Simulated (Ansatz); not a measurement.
Basis-set extrapolation for `CC(F)CCF` (PBE0-D4/def2-TZVP geometry, frozen core, Ansatz 0.2.0). Multiplicity 1, RHF reference.

|  | def2-TZVPP | def2-QZVPP |
| --- | --- | --- |
| HF | -355.157409 | -355.173333 |
| MP2 correlation | -1.187910 | -1.280793 |
| CCSD(T) correlation | -1.274606 | not run |

Energies in hartree. Use E(X) = E(∞) + A·exp(−7.88·√X) for Hartree–Fock and E(X) = E(∞) + B·X^(−2.97) for correlation, with X = 3 and 4, and add CCSD(T) minus MP2 of the smaller set to the MP2 limit.

What is the CCSD(T) energy at the basis-set limit?

HF limit: -355.173333 + (-0.015924) × 0.13774 = -355.17553. MP2 limit: -1.280793 + (-0.092883) × 0.74074 = -1.34960. Higher-order term: -1.274606 − (-1.187910) = -0.08670. Total: -356.61183 hartree, 112.8 kcal/mol below CCSD(T)/def2-TZVPP.
